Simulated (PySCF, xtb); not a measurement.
NaCl, SMILES [Na][Cl].

GFN2-xTB (xtb) at its own geometry gives an orbital gap of 2.06 eV and a dipole moment of 7.06 D.

Coordinates come from a PBE-D3(BJ)/def2-TZVPD optimisation.

Q: What does PySCF with HF/def2-TZVPD give? (Estimate from the structure and the level; the computed values follow.)

A: gap 9.11 eV (levels -9.62 and -0.51 eV), dipole 9.30 D.
